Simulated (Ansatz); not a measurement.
**SiCl (quartet): B97M-V, PBE0 over a scan of the distance Si1–Cl2, 6-31G**

Aim: run SiCl (quartet) with these functionals over a scan of the distance Si1–Cl2, and hold them against the top wave-function level at the same points.

Computed with Ansatz 0.2.0, Gaussian basis. Level: 6-31G, all electrons in the functionals.

To be run: B97M-V, PBE0, at 1.656 Å; 1.866 Å; 2.058 Å; 2.305 Å; 2.458 Å; 2.897 Å; 3.239 Å; 3.886 Å; 4.472 Å; 5.514 Å; 7.028 Å.

17 further runs of the same task are left out: 14 that didn't finish, 3 set aside as unsound or not needed.

## (1) The geometry

The geometry derives from a PBE0/def2-TZVP stationary point (not a proven minimum). One bond is set to the value named and the two fragments are kept rigid.

2 atoms, charge 0, spin multiplicity 4.

Atoms are counted from 1 here; the program's logs count them from 0.

Bond lengths: Si1–Cl2 2.058 Å.

No dispersion term is added; B97M-V holds VV10 nonlocal correlation.

The geometry shown and the zero of energy belong to the point 2.058 Å. The yardstick, FCI, and other wave-function levels (R restricted, U unrestricted, valence and pair active spaces) come from earlier runs.

## (2) B97M-V, 1.656 Å

in.yaml

```yaml
crystal:
  periodic: [false, false, false]
  atoms:
    - {symbol: Si, position_ang: [0.000000, 0.000000, 0.000000]}
    - {symbol: Cl, position_ang: [0.000000, 0.000000, 1.656000]}
basis:
  gaussian: {orbitals: 6-31G}
magnetization: {spin_polarized: true, initial_magnetization: 3}
hamiltonian: {xc: {name: B97M-V}}
```

Command:

```console
> ansatz run in.yaml --threads 1 --pin off --events-out ev --progress --plain --max-ram 2393MiB
```

Further steps of the session: B97M-V, 1.866 Å; B97M-V, 2.058 Å; B97M-V, 2.305 Å; B97M-V, 2.458 Å; B97M-V, 2.897 Å; B97M-V, 3.239 Å; B97M-V, 3.886 Å; B97M-V, 4.472 Å; B97M-V, 5.514 Å; B97M-V, 7.028 Å; PBE0, 1.656 Å; PBE0, 1.866 Å; PBE0, 2.058 Å; PBE0, 2.305 Å; PBE0, 2.458 Å; PBE0, 2.897 Å; PBE0, 3.239 Å; PBE0, 3.886 Å; PBE0, 4.472 Å; PBE0, 5.514 Å; PBE0, 7.028 Å.

Before running them: what should the planned runs give, taken together? Wanted: span of the FCI curve; largest miss, B97M-V; largest miss, PBE0.

**Answer**, as computed:

| quantity | value |
| --- | --- |
| span of the FCI curve | 481.5 kJ/mol |
| largest miss, B97M-V | -31.9 kJ/mol (1.656 Å) |
| largest miss, PBE0 | -37.2 kJ/mol (1.656 Å) |

Of the functionals, B97M-V keep the smallest largest miss at the points compared (at most 31.9 kJ/mol) and PBE0 strays most (37.2 kJ/mol, at 1.656 Å). Functionals and the yardstick converge differently with the basis, so part of each miss in 6-31G is the basis.
